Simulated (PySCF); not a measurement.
ClF3 (singlet). Computed with B3LYP/[Cl def2-TZVP, F def2-TZVP], no relativity, density fitting, PySCF.

Harmonic bands of its minimum:

```
ω (cm⁻¹)  IR (km/mol)
     309         13.1
     322         17.6
     415          0.1
     520          4.8
     694          502
     746         55.1
```

Problem. The central atom is Cl. Infer the point group and assign the bands.

Solution. C2v. The modes span 3a1 + b1 + 2b2: 309 a1, 322 b1, 415 b2, 520 a1, 694 b2, 746 a1. The computed geometry has Cl–F 1.617 Å, Cl–F 1.720 Å (×2); F–Cl–F 87.9° (×2), F–Cl–F 175.7°.
